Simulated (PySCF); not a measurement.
Compound: C4H4S.
SMILES: `C#CCC=S`

Computed with MP2 and CCSD/aug-cc-pVDZ in PySCF, restricted Hartree–Fock reference, 9 core orbitals frozen, non-relativistic, gas phase, PBE0-D3(BJ)/def2-SVP geometry.

E(HF) = -551.25654 Eh.

(1) How large is the problem?

(2) What are the MP2 and CCSD correlation energies?

(3) What is the T1 diagnostic?

(4) How does correlation change the dipole moment?

Results:

(1) 155 basis functions and 44 electrons; 9 orbitals frozen, which leaves o = 13 correlated occupied and v = 133 virtual orbitals. That is o·v = 1729 singles and o·v(o·v + 1)/2 = 1495585 distinct closed-shell doubles amplitudes before symmetry; the costliest CCSD step grows as o²v⁴ = 5.3 × 10^10.

(2) MP2 -0.6751 Eh and CCSD -0.7149 Eh, which gives totals of -551.93165 and -551.97147 Eh. That is 0.748 eV for each correlated electron at CCSD (1877 kJ/mol in all, 0.130 % of the total energy); MP2 gives 94.4 % of the CCSD value.

(3) 0.0155, below the customary warning level of 0.02. It is the norm of the spatial-orbital singles amplitudes over the root of the number of correlated electrons, so the norm is 0.079.

(4) HF gives 2.33 D and CCSD (unrelaxed density) 1.73 D, a change of -0.60 D.

Connected triples and the basis-set limit are missing.

The job also held the EOM ionisation roots. Hardware: one thread, Arm Neoverse V2, no GPU, on a shared host. Cost: 5.0 min of wall time.

Conformer computed: `[CH:1]#[C:2][CH2:3][CH:4]=[S:5]`: C2–C3–C4–S5 -138°.

One conformer stands for the species.
